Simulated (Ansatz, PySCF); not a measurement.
Species: C₃H₄, charge 0, singlet. C3H4 (SMILES CC#C).
B3LYP-D3(BJ)/def2-TZVP minimum from Ansatz (a quantum-chemistry and plane-wave program):
```xyz
7

C     -0.0011    -0.0004     0.2181
C     -0.0068    -0.0029     1.4176
C      0.0060     0.0025    -1.2360
H     -0.0119    -0.0051     2.4795
H      0.0152     1.0232    -1.6237
H      0.8874    -0.5130    -1.6226
H     -0.8790    -0.5002    -1.6311
```

Quantity: enthalpy of formation at 298 K (by atomisation, with ideal-gas terms from PySCF's Hessian at B3LYP-D3(BJ)/def2-TZVP and the atoms' measured values of the G2/97 table; no spin-orbit terms), in kcal/mol. UHF or UKS for unpaired electrons; spin-orbit terms are left out. CBS(X,Y): correlation extrapolated as X^-3, Hartree-Fock from the larger set (Q,5: extrapolated as (X+1)exp(-9√X)). A bracket is a step between two methods taken in the basis named. The functionals are non-relativistic, so their misses hold any scalar relativity. 'core' is core correlation in cc-pwCVTZ, 'X2C' scalar relativity in cc-pVTZ-DK, both at CCSD(T). Where a partner has so few electrons that a lower coupled-cluster level is exact, that level stands in.

Measured: 44.4 kcal/mol, 185.8 kJ/mol (Active Thermochemical Tables 1.112 (ions: stationary electron), as tabulated in the package chemicals); atomic spin-orbit terms, which the calculations lack, would raise the computed values.

Question: How far off this value is PBE/def2-TZVPD (Ansatz), in which direction, and which of these levels come nearer: r2SCAN/def2-TZVPD, B3LYP/def2-TZVPD, PBE0/def2-TZVPD, wB97M-V/def2-TZVPD, CCSD(T)/CBS(cc-pVQZ,cc-pV5Z) + core + X2C?

Answer: PBE gives 29.3 kcal/mol, 15.1 kcal/mol below it. Errors of the others: r2SCAN/def2-TZVPD (Ansatz) 1.5; B3LYP/def2-TZVPD (Ansatz) 3.5; PBE0/def2-TZVPD (Ansatz) -1.9; wB97M-V/def2-TZVPD (Ansatz) 0.8; CCSD(T)/CBS(cc-pVQZ,cc-pV5Z) + core + X2C (Ansatz) 0.4; CCSD(T)/CBS(cc-pVQZ,cc-pV5Z) + [CCSDT(Q) - CCSD(T)]/cc-pVDZ + core + X2C (Ansatz) -0.2 kcal/mol. Nearer than PBE: r2SCAN/def2-TZVPD, B3LYP/def2-TZVPD, PBE0/def2-TZVPD, wB97M-V/def2-TZVPD, CCSD(T)/CBS(cc-pVQZ,cc-pV5Z) + core + X2C, CCSD(T)/CBS(cc-pVQZ,cc-pV5Z) + [CCSDT(Q) - CCSD(T)]/cc-pVDZ + core + X2C.
